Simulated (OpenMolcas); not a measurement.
# Cl2 (chlorine), step by step

Aim: a single-point energy (HF/ANO-L-MB), then the vertical excitations (CASSCF(4,3)/ANO-L-VDZP), then the vertical excitations (CASPT2(4,3)/ANO-L-VDZP) of Cl2 (chlorine). 

Program for the calculation: OpenMolcas 26.06.

## Step 1: Starting point

Cl2: 2 atoms, total charge 0, spin state singlet. SMILES: `ClCl`. The shape is that of a PBE0-D4/def2-TZVP optimisation.

Bond lengths: Cl1–Cl2 1.982 Å.

## Step 2: A single-point energy at HF/ANO-L-MB (run 1)

The input, step1.inp:

```
>>> EXPORT MOLCAS_PRINT=2

&GATEWAY
  Coord
  2
  angstrom
  Cl       0.845690      -0.281600       0.433600
  Cl      -0.845690       0.281600      -0.433600
  Basis=ANO-L-MB
  Group=NoSym

&SEWARD

&SCF
  PrOrbitals=1 1
```

Started as:

```sh
$ export MOLCAS_MEM=1860
$ pymolcas step1.inp > step1.log
```

What it wrote:

```text
--- Start Module: gateway ---
[...]
--- Stop Module: gateway /rc=_RC_ALL_IS_WELL_ ---
--- Start Module: seward ---
[...]
      Basis functions           18
--- Stop Module: seward /rc=_RC_ALL_IS_WELL_ ---
--- Start Module: scf ---
[...]
       Convergence after   5 Iterations
[...]
::    Total SCF energy                               -918.9128702165
[...]
      Total spin, S                                     0.0000000000
[...]
      Total electronic charge=   34.000000
      Total            charge=   -0.000000
[...]
      Dipole Moment (debye):
      Origin of the operator (angstrom)=   -0.0000    0.0000    0.0000
                   X=  1.3994E-13               Y= -4.1196E-14               Z=  5.6623E-14           Total=  1.5648E-13
      Quadrupole Moment (debye*angstrom):
[...]
--- Stop Module: scf /rc=_RC_ALL_IS_WELL_ ---
[...]
```

Wall time 1.5 s (1 thread of Arm Neoverse V2, shared host); peak memory 0.37 GiB.

## Step 3: The excited states at CASSCF(4,3)/ANO-L-VDZP (RICD fitting, 3 states averaged) (run 2)

The input, step2.input:

```
&GATEWAY
Coord
2
angstrom
Cl       0.845690      -0.281600       0.433600
Cl      -0.845690       0.281600      -0.433600
Basis
ANO-L-MB
Group
NoSym
&SEWARD
&RASSCF
FileOrb
$CurrDir/step1.ScfOrb
Spin
1
Nactel
4 0 0
Inactive
15
Ras2
3
CIRoot
3 3 1
OrbListing
Nothing
>>> COPY $Project.RunFile RUNFIL1
>>> COPY $Project.RasOrb INPORB
&GATEWAY
Coord
2
angstrom
Cl       0.845690      -0.281600       0.433600
Cl      -0.845690       0.281600      -0.433600
Basis
ANO-L-VDZP
Group
NoSym
RICD
&SEWARD
>>> COPY $Project.RunFile RUNFIL2
&EXPBAS
&RASSCF
FileOrb
$Project.ExpOrb
Spin
1
Nactel
4 0 0
Inactive
15
Ras2
3
CIRoot
3 3 1
OrbListing
Nothing
OrbAppear
Compact
```

Started as:

```sh
$ export MOLCAS_MEM=1860
$ pymolcas step2.input > step2.log
```

What it wrote (excerpt; [...] marks lines left out):

```text
--- Start Module: gateway ---
[...]
--- Stop Module: gateway /rc=_RC_ALL_IS_WELL_ ---
[...]
      Basis functions           18
[...]
      Number of active orbitals                  3
[...]
      Spin quantum number                      0.0
[...]
      Active orbitals                            3
[...]
      Number of CSFs                             6
[...]
      Number of root(s) required                 3
[...]
      Convergence after  4 iterations
[...]
      printout of CI-coefficients larger than  0.05 for root  1
      energy=    -918.914909
      conf/sym  111     Coeff  Weight
             1  220   0.99722 0.99444
             3  202  -0.05272 0.00278
             6  022  -0.05272 0.00278
[...]
      Natural orbitals and occupation numbers for root  1
      sym 1:   1.994441   1.994441   0.011117
      Natural orbitals and occupation numbers for root  2
      sym 1:   1.000000   2.000000   1.000000
      Natural orbitals and occupation numbers for root  3
      sym 1:   2.000000   1.000000   1.000000
      ************************************************************************************************************************
      *                                                    Final results                                                     *
[...]
::    RASSCF root number  1 Total energy:   -918.91490895
::    RASSCF root number  2 Total energy:   -918.75564447
::    RASSCF root number  3 Total energy:   -918.75564447
[...]
      Basis functions           36
[...]
--- Start Module: expbas ---
[...]
--- Stop Module: expbas /rc=_RC_ALL_IS_WELL_ ---
[...]
      Convergence after 10 iterations
[...]
      Natural orbitals and occupation numbers for root  1
      sym 1:   1.994588   1.994588   0.010825
      Natural orbitals and occupation numbers for root  2
      sym 1:   2.000000   1.000000   1.000000
      Natural orbitals and occupation numbers for root  3
      sym 1:   1.000000   2.000000   1.000000
      ************************************************************************************************************************
      *                                                    Final results                                                     *
[...]
::    RASSCF root number  1 Total energy:   -918.99243070
::    RASSCF root number  2 Total energy:   -918.82869801
::    RASSCF root number  3 Total energy:   -918.82869801
[...]
      Total electronic charge=   34.000000
      Total            charge=   -0.000000
[...]
```

It took 5.1 s on 1 thread of Arm Neoverse V2, shared host; peak memory 0.37 GiB.

The roots found:

```csv
excited state,energy (eV)
1,4.455
2,4.455
```

## Step 4: The vertical excitations at CASPT2(4,3)/ANO-L-VDZP (RICD fitting, ipea shift 0.25 Eh, pt2 variant MS, 3 states averaged) (run 3)

The input, step3.inp:

```
* Cl2 CASPT2

&GATEWAY
  Coord
  2
  angstrom
  Cl       0.845690      -0.281600       0.433600
  Cl      -0.845690       0.281600      -0.433600
  Basis
  ANO-L-VDZP
  Group
  NoSym
  RICD

&SEWARD

&RASSCF
  FileOrb
  $CurrDir/step2.RasOrb
  Spin
  1
  Nactel
  4 0 0
  Inactive
  15
  Ras2
  3
  CIRoot
  3 3 1
  OrbListing
  Nothing
  OrbAppear
  Compact

&CASPT2
  Multistate
  all
  Imaginary
  0.2

&RASSI
  NrOfJobIphs
  1 all
  IphNames
  JOBMIX
  EJob
```

Started as:

```sh
$ export MOLCAS_MEM=1860
$ pymolcas step3.inp > step3.log
```

What it wrote (excerpt; [...] marks lines left out):

```text
--- Start Module: gateway ---
[...]
--- Stop Module: gateway /rc=_RC_ALL_IS_WELL_ ---
[...]
      Basis functions           36
[...]
      Number of active orbitals                  3
[...]
      Spin quantum number                      0.0
[...]
      Active orbitals                            3
[...]
      Number of CSFs                             6
[...]
      Number of root(s) required                 3
[...]
      Convergence after  4 iterations
[...]
      printout of CI-coefficients larger than  0.05 for root  1
      energy=    -918.992431
      conf/sym  111     Coeff  Weight
             1  220   0.99729 0.99459
             3  202  -0.05202 0.00271
             6  022  -0.05202 0.00271
[...]
      Natural orbitals and occupation numbers for root  1
      sym 1:   1.994588   1.994588   0.010825
      Natural orbitals and occupation numbers for root  2
      sym 1:   1.000000   2.000000   1.000000
      Natural orbitals and occupation numbers for root  3
      sym 1:   2.000000   1.000000   1.000000
      ************************************************************************************************************************
      *                                                    Final results                                                     *
[...]
::    RASSCF root number  1 Total energy:   -918.99243069
::    RASSCF root number  2 Total energy:   -918.82869801
[...]
      Total electronic charge=   34.000000
      Total            charge=   -0.000000
[...]
      Dipole Moment (debye):
      Origin of the operator (angstrom)=   -0.0000    0.0000    0.0000
                   X= -8.9047E-09               Y=  1.2569E-09               Z= -3.2974E-09           Total=  9.5784E-09
      Quadrupole Moment (debye*angstrom):
[...]
::    MS-CASPT2 Root  3     Total energy:   -919.14091541
[...]
::    RASSI State    1     Total energy:    -919.27649640269055
::    RASSI State    2     Total energy:    -919.14091540728396
::    RASSI State    3     Total energy:    -919.14091540728396
[...]
  SPIN-FREE ENERGIES:
  (Shifted by EMIN (a.u.) =       -919.2764964027)
 SF State       Relative EMIN(au)   Rel lowest level(eV)    D:o, cm**(-1)
     1             0.0000000000        0.0000000000              0.0000
     2             0.1355809954        3.6893468336          29756.5890
     3             0.1355809954        3.6893468336          29756.5890
[...]
--- Stop Module: rassi /rc=_RC_ALL_IS_WELL_ ---
[...]
```

It took 3.3 s on 1 thread of Arm Neoverse V2, shared host; peak memory 0.081 GiB.

The roots found:

```csv
excited state,energy (eV),strength
1,3.689,0.0004
2,3.689,0.0004
```

## Step 5: Summary of results

| quantity | value |
| --- | --- |
| run 1, HF/ANO-L-MB: total energy | -918.91287 Eh |
| run 1, HF/ANO-L-MB: dipole moment | 0.00 D |
| run 1, HF/ANO-L-MB: HOMO energy | -12.84 eV |
| run 1, HF/ANO-L-MB: LUMO energy | 0.72 eV |
| run 1, HF/ANO-L-MB: HOMO–LUMO gap | 13.56 eV |
| run 2, CASSCF(4,3)/ANO-L-VDZP: energy of the lowest of 3 roots | -918.99243 Eh |
| run 2, CASSCF(4,3)/ANO-L-VDZP: dipole moment (CASSCF density) | 0.00 D |
| run 2, CASSCF(4,3)/ANO-L-VDZP: lowest excitation energy within this active space | 4.46 eV |
| run 3, CASPT2(4,3)/ANO-L-VDZP: energy of the lowest of 3 roots | -919.27650 Eh |
| run 3, CASPT2(4,3)/ANO-L-VDZP: dipole moment (CASSCF density) | 0.00 D |
| run 3, CASPT2(4,3)/ANO-L-VDZP: lowest excitation energy within this active space | 3.69 eV |

The orbitals (run 2, CASSCF(4,3)/ANO-L-VDZP) are averaged over several states, so each root lies above its own optimum (it can stand above Hartree-Fock), and forces and dipoles share that bias. The orbitals (run 3, CASPT2(4,3)/ANO-L-VDZP) are averaged over several states, so each root lies above its own optimum (it can stand above Hartree-Fock), and forces and dipoles share that bias.
